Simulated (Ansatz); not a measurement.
Basis-set extrapolation for C₅H₁₀O (`CC1(C)COC1`) (PBE0-D4/def2-TZVP geometry, frozen core, Ansatz 0.2.0). Multiplicity 1, RHF reference.

|  | def2-TZVPP | def2-QZVPP |
| --- | --- | --- |
| HF | -270.088522 | -270.100973 |
| MP2 correlation | -1.095426 | -1.167539 |
| CCSD(T) correlation | -1.192313 | not run |

Energies in hartree. Use E(X) = E(∞) + A·exp(−7.88·√X) for Hartree–Fock and E(X) = E(∞) + B·X^(−2.97) for correlation, with X = 3 and 4, and add CCSD(T) minus MP2 of the smaller set to the MP2 limit.

Problem. What is the CCSD(T) energy at the basis-set limit?

Solution. HF limit: -270.100973 + (-0.012451) × 0.13774 = -270.10269. MP2 limit: -1.167539 + (-0.072113) × 0.74074 = -1.22096. Higher-order term: -1.192313 − (-1.095426) = -0.09689. Total: -271.42054 hartree, 3.80 eV below CCSD(T)/def2-TZVPP.
